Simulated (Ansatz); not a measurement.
Ideal-gas functions of furan, C$_{4}$H$_{4}$O at 500 K and 1 bar, from an Ansatz frequency run at PBE0-D4/def2-TZVP.

Molar mass 68.07 g/mol, point group C2v (symmetry number 2), electronic degeneracy 1, moments of inertia 52.752, 53.916, 106.669 u Å². Harmonic wavenumbers (cm⁻¹, unscaled): 619, 632, 745, 766, 854, 880, 890, 893, 1025, 1072, 1112, 1177, 1234, 1289, 1432, 1534, 1613, 3266, 3276, 3295, 3302.

Use S(trans) = R[1.5 ln M + 2.5 ln T − 1.1517]; rotational temperatures θ = 24.2544 K / I; S(rot) = R[ln(√π/σ · √(T³/θAθBθC)) + 1.5]; for each mode x = 1.438777 ν̃/T, S = R[x/(eˣ − 1) − ln(1 − e⁻ˣ)] and H = RT x/(eˣ − 1); 1 cm⁻¹ = 0.0119627 kJ/mol; R = 8.31446 J/(mol·K).

By hand: the entropy, in J/(mol·K).

Translation 172.2. Rotation: θ = 0.4598, 0.4499, 0.2274 K, giving 101.7. Vibration, mode by mode: 4.53, 4.40, 3.40, 3.25, 2.66, 2.51, 2.45, 2.43, 1.80, 1.62, 1.48, 1.27, 1.11, 0.98, 0.70, 0.55, 0.46, 0.01, 0.01, 0.01, 0.01, in all 35.6. Electronic 0.0. Sum 309.5 J/(mol·K).

By hand: H − E and G − E in kJ/mol, counted from the electronic energy.

Zero-point energy ½ × 30906 × 0.0119627 = 184.9; thermal vibration 12.8; translation, rotation and pV give 4 RT = 16.6. H − E = 214.3 kJ/mol, and G − E = 214.3 − 500 × 309.5/1000 = 59.6 kJ/mol.

Vibration gives 12 % of the entropy.
